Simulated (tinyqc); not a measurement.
Stretching all distances: RHF, UHF, MP2, CISD and CCSD against full CI in the sto-6g basis, for H2O, spin multiplicity 1. Computed by the program tinyqc with PySCF. 

Geometry (angstrom):
```
atom       x        y       z
O     0.0000   0.0000  0.0000
H     0.0000   0.7730  0.4840
H     0.0000  -0.8270  0.5180
```

All coordinates are multiplied by the scale. c0^2 is the weight of the RHF determinant in the lowest singlet FCI state (UHF is spin-contaminated and may lie near states of higher spin) and n(LUMO) the first natural occupation beyond the occupied space.

Full CI energy (hartree) and errors against it (kcal/mol):
```
scale   distance 1-2 (angstrom)      E(FCI)       RHF      UHF      MP2     CISD     CCSD  <S^2> UHF    c0^2  n(LUMO)
0.8800                   0.8026  -75.635502   21.8386  21.8386   5.6952   0.1934   0.0539     0.0000  0.9850   0.0165
1.0900                   0.9941  -75.722171   36.7200  36.7200  11.2175   0.7083   0.1299     0.0000  0.9637   0.0414
1.2900                   1.1765  -75.681891   58.9620  58.9620  20.0727   2.3353   0.2970     0.0000  0.9194   0.0945
1.5000                   1.3680  -75.612281   91.8648  63.2887  33.3038   6.7758   0.5787     0.9917  0.8372   0.1968
1.7100                   1.5596  -75.549576  133.8097  42.7914  49.2970  15.5222   0.2896     1.5196  0.7179   0.3479
1.9100                   1.7420  -75.507386  179.8959  23.8861  65.0138  27.7678  -2.6221     1.7646  0.5815   0.5176
```

UHF parts from RHF first at scale 1.5 of those listed, where <S^2> leaves zero. The weight c0^2 goes from 0.99 to 0.58 and n(LUMO) from 0.02 to 0.52: static correlation grows as the bonds break into open-shell fragments. The spread of the error along the curve, which distorts its shape, is CCSD 3.2, CISD 27.6, UHF 41.5, MP2 59.3, RHF 158.1 kcal/mol. Below FCI somewhere: CCSD, as non-variational methods may be. The table stops here: at scale 2.12 and beyond, the reference weight falls under 0.45 or RHF, UHF or CCSD hop between solutions, so those rows were left out and the spreads given cover only the rows shown. As computed, partly on other solutions, the errors there reach in size RHF 229, UHF 40, MP2 98, CISD 47, CCSD 4 kcal/mol.
